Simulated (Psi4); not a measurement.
Psi4 input (wB97X-D/6-311+G**):

```
memory 1500 MB

molecule {
0 2
S    -0.00038430    0.06460608    1.20995392
C    -0.01176275    1.24412037   -0.01506326
C     0.01116422   -1.18106965    0.00141441
C    -0.00756658    0.77512242   -1.28174505
C     0.00599658   -0.65931411   -1.25883384
H     0.02101523   -2.21737551    0.29765714
H    -0.01341843    1.37646877   -2.17796095
H     0.01156330   -1.26594470   -2.15359243
symmetry c1
no_reorient
no_com
}

set {
  basis 6-311+G**
  reference uks
  scf_type df
  df_basis_scf def2-universal-jkfit
  dft_radial_points 99
  dft_spherical_points 590
  e_convergence 1e-8
  d_convergence 1e-7
  maxiter 150
}

e = energy('wb97x-d')
print_out(f'\nFINAL {e:.10f} DIPOLE {variable("CURRENT DIPOLE")[0]:.6f} {variable("CURRENT DIPOLE")[1]:.6f} {variable("CURRENT DIPOLE")[2]:.6f}\n')
```

Question: What final total energy does it give?

Answer: -552.29379 Eh.
